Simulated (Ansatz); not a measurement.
A made-up structure of C2H4Si, closed shell:

| atom | x (Å) | y (Å) | z (Å) |
| --- | --- | --- | --- |
| C1 | -1.5179 | -1.2540 | -0.6029 |
| Si2 | -0.7353 | -0.1816 | 0.3383 |
| C3 | 0.9151 | 0.7007 | 0.2818 |
| H4 | -2.3755 | -1.8723 | -0.8100 |
| H5 | 0.9606 | 1.3096 | -0.6220 |
| H6 | -0.7886 | -2.0206 | -0.6669 |
| H7 | 1.7132 | -0.0424 | 0.2601 |

It is relaxed with PBE-D4/def2-SVP and then PBE0-D4/def2-TZVP (Ansatz 0.2.0). Atoms count as bonded within 1.22 times the sum of their covalent radii (H–H: 0.88 Å). The end point is not checked to be a true minimum.

Q: Does its bonding change? (Judge from chemistry; the calculation decides.)

A: Computed: No: no bond forms or breaks.

Where it ends: The first stage lowers the energy by 2.12 eV in 13 steps. It ends as C₂H₄Si (C=[Si]=C):
```
7
angstrom
C -1.4745 -1.5907 -0.6311
Si -0.2614 -0.4801 -0.2598
C 0.9520 0.6305 0.1105
H -2.4658 -1.4994 -0.2067
H 1.0952 1.5226 -0.4853
H -1.2883 -2.4196 -1.3015
H 1.6144 0.4761 0.9523
```

For scale, one of the runs: PBE0-D4/def2-TZVP relaxation, 123 basis functions, launched by `ansatz run in.yaml --threads 2 --pin off --events-out ev --progress --plain --max-ram 4352MiB`. The run took about 8 s on 2 CPU threads of an Intel Xeon Platinum 8223CL (shared host).
